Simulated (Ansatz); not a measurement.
This Ansatz (an electronic-structure program) input (CCSD(T)/cc-pV(D+d)Z) gives -536.78224 Eh with 61 basis functions. A basis named .json is the Basis Set Exchange file of that set (core-valence sets with the plain set on hydrogen).

Ansatz 0.2 input:
```yaml
crystal:
  periodic: [false, false, false]
  atoms:
    - {symbol: C, position_ang: [-0.11694774, 1.03088931, -0.00007554]}
    - {symbol: C, position_ang: [1.22198947, 1.09440150, 0.02281699]}
    - {symbol: Cl, position_ang: [-0.60067191, -0.88892025, -0.01186726]}
    - {symbol: H, position_ang: [1.92742678, 0.26300953, 0.03327278]}
    - {symbol: H, position_ang: [1.65374524, 2.09688986, 0.03202189]}
basis:
  gaussian:
    orbitals: cc-pV_D+d_Z.json
total_charge: -1
magnetization: {spin_polarized: false}
correlation: {method: ccsd_t, electrons: outside_noble_gas}
```

Change:
```diff
- orbitals: cc-pV_D+d_Z.json
+ orbitals: cc-pCVTZ.json
```

Q: What does the run give now?

A: -536.94959 Eh (CCSD(T)/cc-pCVTZ, 173 functions), a change of -167.35 mEh.
